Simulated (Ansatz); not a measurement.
# CH5AlO (SMILES [CH3][AlH][OH]): B3LYP/6-31G(d) (spherical functions)

Aim: the energy change on altering one bond length of CH5AlO at B3LYP/6-31G* (spherical functions), from 2 runs. 

The results are computed with Ansatz 0.2.0.

42 further runs of the same task are left out: 42 set aside as unsound or not needed.

## (1) The molecule

CH5AlO has 8 atoms, charge 0, and is taken as a singlet. SMILES: `[CH3][AlH][OH]`. Geometry: relaxed at PBE0-D4/def2-TZVP. This is one conformer, not always the lowest.

Bond lengths: C1–Al2 1.941 Å, Al2–O3 1.701 Å, C1–H4 1.095 Å, C1–H5 1.092 Å, C1–H6 1.095 Å, Al2–H7 1.589 Å, O3–H8 0.956 Å. Angles: C1–Al2–O3 117.6°, C1–Al2–H7 124.2°, O3–Al2–H7 118.3°, Al2–C1–H4 111.0°, Al2–C1–H5 111.9°, Al2–C1–H6 111.2°, Al2–O3–H8 122.5°, H4–C1–H5 107.9°, H4–C1–H6 106.4°, H5–C1–H6 108.2°.

## (2) A single-point energy at B3LYP/6-31G(d) (spherical functions)

Input file job.yaml:

```yaml
basis:
  gaussian:
    orbitals: 6-31G_st_-spherical.json
crystal:
  periodic: [false, false, false]
  atoms:
    - {symbol: C, position_ang: [-0.777900, 0.982200, -0.070900]}
    - {symbol: Al, position_ang: [0.579700, -0.394200, -0.239900]}
    - {symbol: O, position_ang: [0.544600, -1.676400, 0.876800]}
    - {symbol: H, position_ang: [-0.325100, 1.954500, 0.149300]}
    - {symbol: H, position_ang: [-1.491400, 0.755400, 0.724300]}
    - {symbol: H, position_ang: [-1.335700, 1.105000, -1.004800]}
    - {symbol: H, position_ang: [1.716800, -0.394500, -1.350200]}
    - {symbol: H, position_ang: [1.181200, -2.389100, 0.859500]}
hamiltonian:
  xc: {name: B3LYP}
accuracy: high
output:
  orbitals: {seedname: orbitals}
```

The basis set 6-31G* is read from a file made from the Basis Set Exchange's data (not shown).

The run is started by

```console
$ ansatz run job.yaml --threads 1 --pin off --max-ram 3480MiB --events-out events.jsonl --progress --plain --runs-dir runs
```

Output:

```text
Warning: RAYON_NUM_THREADS=1 ignored (pool sized by the plan → 1); use --threads N
Functional definition: B3LYP
  name "B3LYP"
  parameter a0 = 0.2
  parameter ax = 0.72
  parameter ac = 0.81
  exchange = (1 - a0 - ax)*slater_x + ax*b88_x + a0*exact_x
  correlation = (1 - ac)*vwn_rpa_c + ac*lyp_c
1266 factors; integrals over basis functions are off by at most 3.5e-9 eV
mean field evaluation 1: about -9754.1541 eV, gradient 6.9e1 eV
mean field evaluation 2: about -9730.6676 eV, gradient 1.2e2 eV
mean field evaluation 4: about -9763.7567 eV, gradient 6.7e0 eV
mean field evaluation 8: about -9763.8650 eV, gradient 1.1e-1 eV
mean field evaluation 16: about -9763.8650 eV, gradient 2.5e-6 eV
mean field -9763.86504130 eV, -358.8154220825 hartree, gradient 4.0e-8 eV, S^2 0.000000; 0 other end points of the search recorded, 0 dependent functions left out
reference -9763.86508116 eV, -358.8154235472 hartree; 16, 16 occupied and 40, 40 virtual orbitals, 1266 factors
Total energy: -9763.86508116 eV, -358.8154235472 hartree
```

Run time: 3.9 s. Hardware: 1 thread of Arm Neoverse V2, shared host; peak memory 0.15 GiB.

## (3) The distorted shape

Input file job.yaml:

```yaml
crystal:
  periodic: [false, false, false]
  atoms:
    - symbol: C
      position_ang: [-0.845830, 0.836333, -0.103935]
    - symbol: Al
      position_ang: [0.511770, -0.540067, -0.272935]
    - symbol: O
      position_ang: [0.476670, -1.822267, 0.843765]
    - symbol: H
      position_ang: [-0.325100, 1.954500, 0.149300]
    - symbol: H
      position_ang: [-1.559330, 0.609533, 0.691265]
    - symbol: H
      position_ang: [-1.403630, 0.959133, -1.037835]
    - symbol: H
      position_ang: [1.648870, -0.540367, -1.383235]
    - symbol: H
      position_ang: [1.113270, -2.534967, 0.826465]
basis:
  gaussian:
    orbitals: 6-31G_st_-spherical.json
hamiltonian:
  xc: {name: B3LYP}
accuracy: high
output:
  orbitals: {seedname: orbitals}
```

The basis set 6-31G* is read from a file made from the Basis Set Exchange's data (not shown).

The run is started by

```console
$ ansatz run job.yaml --threads 1 --pin off --max-ram 3480MiB --events-out events.jsonl --progress --plain --runs-dir runs
```

Output, shortened:

```text
Warning: RAYON_NUM_THREADS=1 ignored (pool sized by the plan → 1); use --threads N
[... 7 set-up lines as earlier in the session ...]
1266 factors; integrals over basis functions are off by at most 3.7e-9 eV
mean field evaluation 1: about -9754.1051 eV, gradient 6.8e1 eV
mean field evaluation 2: about -9729.8491 eV, gradient 1.2e2 eV
mean field evaluation 4: about -9763.4212 eV, gradient 7.4e0 eV
mean field evaluation 8: about -9763.5530 eV, gradient 1.1e-1 eV
mean field evaluation 16: about -9763.5530 eV, gradient 2.1e-6 eV
mean field -9763.55300586 eV, -358.8039549914 hartree, gradient 5.4e-8 eV, S^2 0.000000; 0 other end points of the search recorded, 0 dependent functions left out
reference -9763.55304609 eV, -358.8039564698 hartree; 16, 16 occupied and 40, 40 virtual orbitals, 1266 factors
Total energy: -9763.55304609 eV, -358.8039564698 hartree
```

Wall time 3.6 s (1 thread of Arm Neoverse V2, shared host); peak memory 0.15 GiB.

## (4) Outcome

At B3LYP/6-31G* (spherical functions):

```
                                                         quantity          value
                                        first shape: total energy  -358.81542 Eh
                                         first shape: HOMO energy       -7.56 eV
                                         first shape: LUMO energy       -0.46 eV
                                       first shape: HOMO–LUMO gap        7.10 eV
                                    distorted shape: total energy  -358.80396 Eh
                                     distorted shape: HOMO energy       -7.59 eV
                                     distorted shape: LUMO energy       -0.48 eV
                                   distorted shape: HOMO–LUMO gap        7.11 eV
energy change with the C1–H4 bond stretched from 1.095 to 1.259 Å       0.312 eV
```

What this shows: With the C1–H4 bond stretched from 1.095 to 1.259 Å the energy rises by 0.31 eV (7.2 kcal/mol). The first shape isn't relaxed at this level, so the change isn't measured from a minimum.
